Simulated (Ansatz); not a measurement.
Geometry optimisation, UHF/6-31G* in Ansatz 0.2.0.

The input (input.yaml):

```yaml
crystal:
  periodic: [false, false, false]
  atoms:
    - { symbol: B, position_ang: [0.003007, 0.0, -0.076577] }
    - { symbol: Cl, position_ang: [-0.008313, 0.0, 1.741119] }
    - { symbol: H, position_ang: [1.028441, 0.0, -0.653995] }
    - { symbol: F, position_ang: [-1.136171, 0.0, -0.697197] }
    - { symbol: H, position_ang: [0.000436, 0.0, 4.32165] }
magnetization:
  spin_polarized: true
  initial_magnetization: 1
basis:
  gaussian: { orbitals: "6-31G*" }
hamiltonian:
  xc: hf
relax:
  f_tol: 0.03
  max_steps: 50
```

Run as:

```bash
$ ansatz run input.yaml --threads 1 --pin off --max-ram 2048MiB --backend cpu --events-out ev --progress --plain --runs-dir out
```

Q: Where does it end, and by what steps?

A: The forces met the threshold. The force dipped under the threshold on the way, but the program's further checks kept it going. After 10 steps the energy has fallen by 0.145 eV; H5 moved furthest, 1.22 Å.

```
step  energy less start (eV)  largest force component (eV/Å)  accepted
   0                  0.0000                           1.583       yes
   1                 -0.0627                           0.887       yes
   2                 -0.1149                           0.100       yes
   3                 -0.1302                           0.060       yes
   4                 -0.1383                           0.068       yes
   5                 -0.1422                           0.025       yes
   6                 -0.1438                           0.019       yes
   7                 -0.1443                           0.037       yes
   8                 -0.1445                           0.030       yes
   9                 -0.1445                           0.032       yes
  10                 -0.1445                           0.014       yes
```

```xyz
5
Properties=species:S:1:pos:R:3
B 0.002 0.000 -0.358
Cl -0.010 0.000 1.397
H 1.021 0.000 -0.949
F -1.135 0.000 -0.994
H 0.009 0.000 5.538
```

Whether the end is a true minimum wasn't checked by a vibrational analysis.

Time of the run: 5.7 s on 1 thread of Intel(R) Xeon(R) 6975P-C (Granite Rapids), on a shared host, peak memory 0.12 GiB.
